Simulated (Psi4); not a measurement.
# CH6B− (SMILES [H][B-]([H])([H])C) at FNO-CCSD(T)/6-311+G(d,p) (density fitting, density fitting for correlation, occ tolerance 0.0001)

What is the energy change on altering one bond length of CH6B− at FNO-CCSD(T)/6-311+G** (density fitting, density fitting for correlation, occ tolerance 0.0001)? 

Program for the calculation: Psi4 1.11.

2 further runs of the same task are left out: 2 set aside as unsound or not needed.

## Step 1: The structure to begin with

The species is CH6B− (8 atoms), meant as a singlet with charge -1. SMILES: `[H][B-]([H])([H])C`. The shape is that of a GFN2-xTB optimisation.

Bond lengths: B1–C2 1.649 Å, C2–H3 1.096 Å, C2–H4 1.096 Å, C2–H5 1.096 Å, B1–H6 1.231 Å, B1–H7 1.231 Å, B1–H8 1.232 Å. Some angles: B1–C2–H3 112.2°, B1–C2–H4 112.2°, B1–C2–H5 112.2°, C2–B1–H6 110.2°, C2–B1–H7 110.2°, C2–B1–H8 110.2°, H3–C2–H4 106.6°, H3–C2–H5 106.6°, H4–C2–H5 106.6°, H6–B1–H7 108.7°.

## Step 2: A single-point energy at FNO-CCSD(T)/6-311+G(d,p) (density fitting, density fitting for correlation, occ tolerance 0.0001)

Contents of ch6b.json:

```json
{
  "schema_name": "qcschema_input",
  "schema_version": 1,
  "molecule": {
    "schema_name": "qcschema_molecule",
    "schema_version": 2,
    "symbols": ["B", "C", "H", "H", "H", "H", "H", "H"],
    "geometry": [-0.00400622, 0.00572587, -1.55006675, 0.00408181, -0.00538572, 1.5662806, -1.90896354, 0.07917952, 2.35327594, 1.03970842, 1.60615382, 2.35257674, 0.88750987, -1.71088244, 2.3411628, 2.17592515, -0.06659395, -2.3604758, -1.03207392, 1.93551419, -2.34377062, -1.16220046, -1.84371129, -2.35896402],
    "molecular_charge": -1,
    "molecular_multiplicity": 1,
    "fix_symmetry": "c1"
  },
  "driver": "energy",
  "model": {
    "method": "fno-ccsd(t)",
    "basis": "6-311+G**"
  },
  "keywords": {
    "scf_type": "df",
    "freeze_core": true,
    "cc_type": "df",
    "occ_tolerance": 0.0001
  }
}
```

On the command line:

```
$ psi4 --qcschema ch6b.json -n 1 --memory 1600MB
```

stdout:

```text
[...]
  Running in c1 symmetry.
[...]
  Nuclear repulsion =   35.575081301132002
[...]
  Multiplicity = 1
[...]
  Nalpha       = 9
  Nbeta        = 9
[...]
    Number of basis functions: 80
[...]
   @DF-RHF iter   1:   -65.85054762368799   -6.60162e-01   6.62425e-03 ADIIS/DIIS
[...]
   @DF-RHF iter  10:   -66.03496233162070   -5.21538e-12   4.38236e-09 DIIS
[...]
    Orbital Energies [Eh]
    ---------------------
    Doubly Occupied:
       1A    -10.982414     2A     -7.294677     3A     -0.716438
       4A     -0.438168     5A     -0.335467     6A     -0.335330
       7A     -0.197726     8A     -0.183435     9A     -0.183338
[...]
  @DF-RHF Final Energy:   -66.03496233162070
   => Energetics <=
    Nuclear Repulsion Energy =             35.5750813011320020
    One-Electron Energy =                -161.8861030336931321
    Two-Electron Energy =                  60.2760594009404187
    Total Energy =                        -66.0349623316207044
[...]
 Multipole Moments:
 ------------------------------------------------------------------------------------
     Multipole            Electronic (a.u.)      Nuclear  (a.u.)        Total (a.u.)
 ------------------------------------------------------------------------------------
 L = 1.  Multiply by 2.5417464519 to convert [e a0] to [Debye]
 Dipole X            :          0.0017485            0.0015682            0.0033166
 Dipole Y            :         -0.0014244           -0.0028938           -0.0043182
 Dipole Z            :          0.7628689            0.6284075            1.3912763
 Magnitude           :                                                    1.3912870
[...]
      * MP2 total energy:                   -66.330744721653
[...]
      * CCSD total energy:                  -66.368942666333
[...]
      * CCSD(T) total energy                 -66.378403291328
[...]
```

The result, in JSON:

```text
{
 "driver": "energy",
 "model": {
  "method": "fno-ccsd(t)",
  "basis": "6-311+G**"
 },
 "success": true,
 "return_result": -66.37840329132797,
 "properties": {
  "calcinfo_nbasis": 80,
  "calcinfo_nmo": 80,
  "calcinfo_nalpha": 9,
  "calcinfo_nbeta": 9,
  "calcinfo_natom": 8,
  "nuclear_repulsion_energy": 35.575081301132,
  "return_energy": -66.37840329132797,
  "scf_one_electron_energy": -161.88610303369313,
  "scf_two_electron_energy": 60.27605940094042,
  "scf_dipole_moment": [0.0033166349037259124, -0.004318191089562329, 1.3912763480600439],
  "scf_total_energy": -66.0349623316207,
  "scf_iterations": 10,
  "mp2_same_spin_correlation_energy": -0.057354828257535004,
  "mp2_opposite_spin_correlation_energy": -0.23842756177440533,
  "mp2_singles_energy": 0.0,
  "mp2_doubles_energy": -0.29578239003194035,
  "mp2_correlation_energy": -0.29578239003194035,
  "mp2_total_energy": -66.33074472165265,
  "ccsd_same_spin_correlation_energy": -0.05523630815526341,
  "ccsd_opposite_spin_correlation_energy": -0.27874402655661307,
  "ccsd_singles_energy": 0.0,
  "ccsd_doubles_energy": -0.3339803347118765,
  "ccsd_correlation_energy": -0.3339803347118765,
  "ccsd_total_energy": -66.36894266633259,
  "ccsd_iterations": 13,
  "ccsd_prt_pr_correlation_energy": -0.34344095970726884,
  "ccsd_prt_pr_total_energy": -66.37840329132797
 }
}
```

It took 6.6 s on 1 thread of INTEL XEON PLATINUM 8581C at 2.10GHz (Emerald Rapids), shared host; peak memory 0.24 GiB.

## Step 3: The distorted shape

Contents of input.dat:

```
memory 1.6 GB

molecule mol {
  -1 1
  B     -0.550127    -0.849724    -1.236333
  C     -0.545847    -0.855604     0.412767
  H     -1.558187    -0.810854     0.829227
  H      0.550190     0.849940     1.244930
  H     -0.078357    -1.758114     0.822817
  H      0.603443    -0.887994    -1.665183
  H     -1.094157     0.171476    -1.656343
  H     -1.163017    -1.828404    -1.664383
  symmetry c1
}

set {
  scf_type      df
  freeze_core   true
  cc_type       df
  occ_tolerance 0.0001
}

E, wfn = energy('fno-ccsd(t)/6-311+G**', return_wfn=True)
```

On the command line:

```
$ psi4 -i input.dat -o output.dat -n 1
```

output.dat:

```text
[...]
  Running in c1 symmetry.
[...]
  Nuclear repulsion =   33.473980419488306
[...]
  Multiplicity = 1
[...]
  Nalpha       = 9
  Nbeta        = 9
[...]
    Number of basis functions: 80
[...]
   @DF-RHF iter   1:   -65.55497030611353   -7.24837e-01   7.59232e-03 DIIS/ADIIS
[...]
   @DF-RHF iter  12:   -65.89207563798476   -1.78630e-11   8.46614e-09 DIIS
[...]
    Orbital Energies [Eh]
    ---------------------
    Doubly Occupied:
       1A    -11.110123     2A     -7.331588     3A     -0.738180
       4A     -0.474735     5A     -0.400834     6A     -0.275306
       7A     -0.234340     8A     -0.212974     9A     -0.140852
[...]
  @DF-RHF Final Energy:   -65.89207563798476
   => Energetics <=
    Nuclear Repulsion Energy =             33.4739804194883064
    One-Electron Energy =                -156.8942494004566868
    Two-Electron Energy =                  57.5281933429836272
    Total Energy =                        -65.8920756379847603
[...]
 Multipole Moments:
 ------------------------------------------------------------------------------------
     Multipole            Electronic (a.u.)      Nuclear  (a.u.)        Total (a.u.)
 ------------------------------------------------------------------------------------
 L = 1.  Multiply by 2.5417464519 to convert [e a0] to [Debye]
 Dipole X            :         -1.2801939            0.4265195           -0.8536744
 Dipole Y            :         -1.9970497            0.6583733           -1.3386764
 Dipole Z            :         -0.5362236            0.9510508            0.4148272
 Magnitude           :                                                    1.6410046
[...]
      * MP2 total energy:                   -66.186462681664
[...]
      * CCSD total energy:                  -66.238254172574
[...]
      * CCSD(T) total energy                 -66.253635797177
[...]
```

It took 8.7 s on 1 thread of INTEL XEON PLATINUM 8581C at 2.10GHz (Emerald Rapids), shared host; peak memory 0.24 GiB.

## Step 4: Summary of results

Level: FNO-CCSD(T)/6-311+G** (density fitting, density fitting for correlation, occ tolerance 0.0001), 2 core orbitals frozen.

```
                                                              quantity         value
                                             first shape: total energy  -66.37840 Eh
                      first shape: HOMO energy (Hartree–Fock orbitals)      -4.99 eV
                      first shape: LUMO energy (Hartree–Fock orbitals)       5.14 eV
    first shape: HOMO–LUMO gap (to an unbound level, set by the basis)      10.13 eV
              first shape: correlation energy (2 core orbitals frozen)    -343.4 mEh
                                           first shape: (T) correction     -9.46 mEh
                                            first shape: T1 diagnostic         0.008
                                         distorted shape: total energy  -66.25364 Eh
                  distorted shape: HOMO energy (Hartree–Fock orbitals)      -3.83 eV
                  distorted shape: LUMO energy (Hartree–Fock orbitals)       5.00 eV
distorted shape: HOMO–LUMO gap (to an unbound level, set by the basis)       8.83 eV
          distorted shape: correlation energy (2 core orbitals frozen)    -361.6 mEh
                                       distorted shape: (T) correction    -15.38 mEh
                                        distorted shape: T1 diagnostic         0.039
     energy change with the C2–H4 bond stretched from 1.096 to 2.192 Å      3.395 eV
```

With the C2–H4 bond stretched from 1.096 to 2.192 Å the energy rises by 3.40 eV (78 kcal/mol). The first shape isn't relaxed at this level, so the change isn't measured from a minimum. The triples (first shape) make up 2.8 % of the correlation energy. The T1 diagnostic (distorted shape) of 0.039 is above the customary mark for such species, so a single reference may not serve. The triples (distorted shape) make up 4.3 % of the correlation energy.
